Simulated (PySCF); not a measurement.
```xyz
4
charge 0 multiplicity 2, angstrom
B     0.5894    0.1252   -0.4850
H     1.6449   -0.4220   -0.3174
O    -0.4317   -0.0847    0.3458
H    -1.2331    0.3991    0.1269
```

Computed with UPBE0 in PySCF with B def2-TZVP, H def2-TZVP, O def2-TZVP; no relativity; density-fitted integrals.

This geometry of HB(OH) is a stationary point at this level.

Problem. What is the point group?

Solution. Cs.

Problem. Is it a minimum?

Solution. Yes: all harmonic wavenumbers are real.

Problem. Which band is strongest in the infrared?

Solution. 1361 cm⁻¹ (a'), 139 km/mol.

Problem. Give the atomic charges and bond orders.

Solution. 
| atom | Mulliken | Löwdin | polar tensor | spin (Mulliken) | Mayer order to B1 |
| --- | --- | --- | --- | --- | --- |
| B1 | -0.05 | -0.45 | 0.41 | 0.94 | – |
| H2 | 0.03 | 0.04 | -0.11 | 0.06 | 0.94 |
| O3 | -0.34 | 0.19 | -0.62 | 0.01 | 1.43 |
| H4 | 0.35 | 0.21 | 0.32 | -0.01 | 0.01 |
Other Mayer orders above 0.3: O–H 0.86.

Problem. Give the ideal-gas entropy at 298.15 K and 1 bar by parts.

Solution. translation 150.9, rotation 72.9, vibration 2.1, spin 5.8; total 231.5 J/(mol K).

This need not be the most stable arrangement of these atoms.
